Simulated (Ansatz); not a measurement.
# [CF2]+ (SMILES F[C+]F) at UBCCD(T)/cc-pVTZ

Aim: the vertical doublet–quartet gap of [CF2]+ at UBCCD(T)/cc-pVTZ, from 2 runs. 

The results are computed with Ansatz 0.2.0.

1 further run of the same task is left out (set aside as unsound or not needed).

**1. The structure to begin with**

[CF2]+: 3 atoms, total charge +1, spin state doublet. As SMILES, `F[C+]F`. The shape is that of a PBE0-D4/def2-TZVP optimisation.

Bond lengths: F1–C2 1.214 Å, C2–F3 1.214 Å. Angles: F1–C2–F3 124.6°.

**2. The energy at UBCCD(T)/cc-pVTZ**

File molecule.yaml:

```yaml
crystal:
  periodic: [false, false, false]
  atoms:
    - {symbol: F, position_ang: [0.379110, 0.972980, 0.316190]}
    - {symbol: C, position_ang: [0.275710, -0.221360, 0.127270]}
    - {symbol: F, position_ang: [-0.654830, -0.751620, -0.443470]}
basis:
  gaussian:
    orbitals: cc-pVTZ
total_charge: 1
magnetization:
  spin_polarized: true
  initial_magnetization: 1
correlation:
  method: bccd_t
  frozen_orbitals: {C: 1, F: 1}
accuracy: high
scf:
  omitted_lower_state_checks: [cluster_reference, increment]
```

Command:

```
$ ansatz run molecule.yaml --threads 1 --pin off --max-ram 3480MiB --events-out events.jsonl --progress --plain --runs-dir runs
```

What it wrote, cut to the lines that bear on the results:

```text
Warning: RAYON_NUM_THREADS=1 ignored (pool sized by the plan → 1); use --threads N
Functional definition: HF
  name "HF"
[...]
1443 factors; integrals over basis functions are off by at most 3.3e-9 eV
[...]
mean field -6432.26360458 eV, -236.3813275234 hartree, gradient 2.7e-8 eV, S^2 0.755660; 0 other end points of the search recorded, 0 dependent functions left out
3 core orbitals not correlated: weight in the atoms' cores, before any rotation towards them, 1.000 or more for the frozen orbitals, at most 0.000 for the correlated occupied ones
reference -6432.26360458 eV, -236.3813275234 hartree; 9, 8 occupied and 78, 79 virtual orbitals, 1443 factors
second order -16.36926337 eV of doubles, -0.00000000 eV of singles
cycle   1  -15.89616848 eV  change    4.7e-1 eV  update   1.0e-1
[...]
cycle  21  -16.36988796 eV  change    1.2e-9 eV  update   1.5e-9
perturbative correction -0.68067247 eV, -0.0250142517 hartree
Total energy: -6449.31416501 eV, -237.0079240619 hartree
Checks for a lower state left out: cluster_reference, increment
```

Wall time 24 s (1 thread of Arm Neoverse V1, shared host); peak memory 1.1 GiB.

**3. The quartet, same level**

File in.yaml:

```yaml
crystal:
  periodic: [false, false, false]
  atoms:
    - symbol: F
      position_ang: [0.379110, 0.972980, 0.316190]
    - symbol: C
      position_ang: [0.275710, -0.221360, 0.127270]
    - symbol: F
      position_ang: [-0.654830, -0.751620, -0.443470]
basis:
  gaussian:
    orbitals: cc-pVTZ
total_charge: 1
magnetization:
  spin_polarized: true
  initial_magnetization: 3
correlation:
  method: bccd_t
  frozen_orbitals: {C: 1, F: 1}
accuracy: high
scf:
  omitted_lower_state_checks: [cluster_reference, increment]
```

Command:

```
$ ansatz run in.yaml --threads 1 --pin off --max-ram 3480MiB --events-out events.jsonl --progress --plain --runs-dir runs
```

What it wrote, cut to the lines that bear on the results:

```text
Warning: RAYON_NUM_THREADS=1 ignored (pool sized by the plan → 1); use --threads N
Functional definition: HF
  name "HF"
[...]
1443 factors; integrals over basis functions are off by at most 3.3e-9 eV
[...]
mean field -6424.60371074 eV, -236.0998316169 hartree, gradient 2.9e-8 eV, S^2 3.760316; 12 other end points of the search recorded, 0 dependent functions left out
3 core orbitals not correlated: weight in the atoms' cores, before any rotation towards them, 1.000 or more for the frozen orbitals, at most 0.000 for the correlated occupied ones
reference -6424.60371074 eV, -236.0998316169 hartree; 10, 7 occupied and 77, 80 virtual orbitals, 1443 factors
second order -14.39920380 eV of doubles, -0.00000000 eV of singles
cycle   1  -14.53839315 eV  change   -1.4e-1 eV  update   1.1e-1
[...]
cycle  38  -15.32240012 eV  change  -2.0e-10 eV  update  6.2e-10
perturbative correction -0.60979022 eV, -0.0224093772 hartree
Total energy: -6440.53590107 eV, -236.6853288124 hartree
Checks for a lower state left out: cluster_reference, increment
```

Wall time 45 s (1 thread of Arm Neoverse V1, shared host); peak memory 1.1 GiB.

**4. What came out**

Level: UBCCD(T)/cc-pVTZ, 3 core orbitals frozen.

```
                                            quantity          value
                               doublet: total energy  -237.00792 Eh
doublet: correlation energy (3 core orbitals frozen)     -626.6 mEh
                             doublet: (T) correction     -25.01 mEh
          doublet: ⟨S²⟩ of the reference determinant          0.756
                               quartet: total energy  -236.68533 Eh
quartet: correlation energy (3 core orbitals frozen)     -585.5 mEh
                             quartet: (T) correction     -22.41 mEh
          quartet: ⟨S²⟩ of the reference determinant          3.760
    vertical energy of the quartet above the doublet       8.778 eV
```

In words: At this shape the quartet lies 8.78 eV (847 kJ/mol) above the doublet. The triples (doublet) make up 4.0 % of the correlation energy. The triples (quartet) make up 3.8 % of the correlation energy.
